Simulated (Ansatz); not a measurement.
Species: C2H3O2, net charge 0, doublet state. It need not be the lowest isomer of its formula. 
Structure (B3LYP-D3(BJ)/def2-TZVP (Ansatz, a quantum-chemistry and plane-wave program) minimum search):
```
C
H 1 1.0815
H 1 1.0861 2 113.02
H 1 1.0861 2 113.02 3 129.40
C 1 1.6741 2 111.95 4 115.30
O 5 1.2023 1 114.77 2 -180.00
O 5 1.2386 6 141.41 1 -180.00
```
Charge 0, spin multiplicity 2.

Parts of the frozen-core correlation energy in cc-pVDZ (Ansatz, hartree). Frozen orbitals: 4; correlated occupied orbitals by spin: 12 and 11; virtual: 55 and 56. UHF or UKS for open shells. Spin-orbit coupling is left out. Non-relativistic.

```tsv
term	value
reference (HF)	-227.17161
MP2 opposite-spin	-0.44224
MP2 same-spin	[?]
CCSD correlation	[?]
(T)	[?]
T1 diagnostic	0.048
largest doubles amplitude	0.063
<S^2> of the reference	0.770
```

**Question.** Some entries are withheld; supply them.

**Answer.** 
- MP2 same-spin, value: -0.15737
- CCSD correlation, value: -0.63644
- (T), value: -0.02220
